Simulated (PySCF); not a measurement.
F2 at TPSS

Level: TPSS. basis F def2-SVP; no relativity; PySCF 2.14.

* state: ¹Σg⁺ (singlet), closed shell
* bond length: 0.1415 nm
* harmonic wavenumber: 992 cm⁻¹
* force constant: 5.51 mdyn/Å
* rotational constant Be: 0.8866 cm⁻¹
* anharmonicity ωexe: 7.00 cm⁻¹
* vibration–rotation constant αe: 0.00882 cm⁻¹
* well depth De to F + F: 202 kJ/mol
* dissociation energy D0: 196 kJ/mol
* HOMO–LUMO gap: 4.05 eV
* bond order (Mayer): 0.99
